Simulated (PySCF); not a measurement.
Gas-phase thermal properties of CH₃CHF₂

Method: PySCF energies (xtb for GFN2) plus ideal-gas RRHO corrections (1 bar). 6-31G* has spherical d functions here. All species are closed-shell singlets. B3LYP is the form with VWN-RPA correlation. The harmonic model lacks anharmonicity and excited electronic states, which grow with temperature; levels with a mode under 35 cm⁻¹ are left out. Internal rotation in CH₃CHF₂ is treated as a harmonic vibration of one conformer, which makes the entropy rough.

```tsv
level	point group	σ	ZPE (kJ/mol)	S°298 (J/mol/K)	Cp298 (J/mol/K)	S°1000 (J/mol/K)	H1000 − H298 (kJ/mol)
B3LYP/6-31G*	Cs	1	160.4	280.9	65.7	402.1	75.3
GFN2-xTB	Cs	1	153.0	284.8	68.5	409.9	77.5
HF/6-31G*	Cs	1	172.0	278.5	62.3	393.9	72.0
PBE/def2-SVP	Cs	1	154.2	281.9	67.5	406.4	77.3
PBE0/def2-TZVP	Cs	1	159.2	281.1	66.0	403.1	75.8
```
σ: rotational symmetry number. Electronic degeneracy used: 1. Frequencies are unscaled.
